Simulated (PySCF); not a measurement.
One molecule, a ladder of functionals, a line

Molecule: (CH3CH2)2CHF, C5H11F.

Molfile (atoms numbered from 1):
```
C5H11F
     RDKit          3D

 17 16  0  0  0  0  0  0  0  0999 V2000
   -2.5238    0.3502    0.1527 C   0  0  0  0  0  0  0  0  0  0  0  0
   -1.2773   -0.5071    0.2941 C   0  0  0  0  0  0  0  0  0  0  0  0
    0.0049    0.2636    0.0548 C   0  0  0  0  0  0  0  0  0  0  0  0
   -0.0386    0.8026   -1.2239 F   0  0  0  0  0  0  0  0  0  0  0  0
    1.2641   -0.5697    0.1803 C   0  0  0  0  0  0  0  0  0  0  0  0
    2.5324    0.2262   -0.0769 C   0  0  0  0  0  0  0  0  0  0  0  0
   -3.4384   -0.2407    0.3078 H   0  0  0  0  0  0  0  0  0  0  0  0
   -2.5717    0.7980   -0.8503 H   0  0  0  0  0  0  0  0  0  0  0  0
   -2.5283    1.1730    0.8857 H   0  0  0  0  0  0  0  0  0  0  0  0
   -1.2265   -0.9559    1.3002 H   0  0  0  0  0  0  0  0  0  0  0  0
   -1.3094   -1.3469   -0.4214 H   0  0  0  0  0  0  0  0  0  0  0  0
    0.0575    1.1222    0.7533 H   0  0  0  0  0  0  0  0  0  0  0  0
    1.1898   -1.4095   -0.5321 H   0  0  0  0  0  0  0  0  0  0  0  0
    1.2828   -1.0161    1.1886 H   0  0  0  0  0  0  0  0  0  0  0  0
    2.6469    1.0435    0.6532 H   0  0  0  0  0  0  0  0  0  0  0  0
    2.5070    0.6768   -1.0795 H   0  0  0  0  0  0  0  0  0  0  0  0
    3.4273   -0.4097   -0.0100 H   0  0  0  0  0  0  0  0  0  0  0  0
  1  2  1  0
  2  3  1  0
  3  4  1  0
  3  5  1  0
  5  6  1  0
  1  7  1  0
  1  8  1  0
  1  9  1  0
  2 10  1  0
  2 11  1  0
  3 12  1  0
  5 13  1  0
  5 14  1  0
  6 15  1  0
  6 16  1  0
  6 17  1  0
M  END
```

GIAO shieldings (ppm, equivalent atoms averaged) in PySCF 2.14 on the PBE0-D3(BJ)/def2-SVP geometry, basis pcSseg-1, gas phase, non-relativistic:

```tsv
functional	exact exchange (%)	σ(C3)	σ(F4)
BLYP	0	73.9	376.5
BP86	0	80.1	379.3
PBE	0	80.4	377.8
B3LYP	20	80.8	390.3
mPW1PW91	25	87.9	394.9
BHandHLYP	50	90.4	407.3
HF	100	105.1	429.2
```

Task: Fit each shielding as a line in the percentage of exact exchange.

Result: σ(C3) = 78.1 + 0.27 x (rms 2.5 ppm); σ(F4) = 379.1 + 0.52 x (rms 1.9 ppm). The functionals also differ in their semilocal parts, which the line can't hold; Hartree–Fock has no correlation at all.

Task: What does the line predict for PBE0 (25 %), and what does the run give?

Result: σ(C3): 84.8 predicted, 88.5 computed; σ(F4): 392.1 predicted, 394.3 computed ppm.
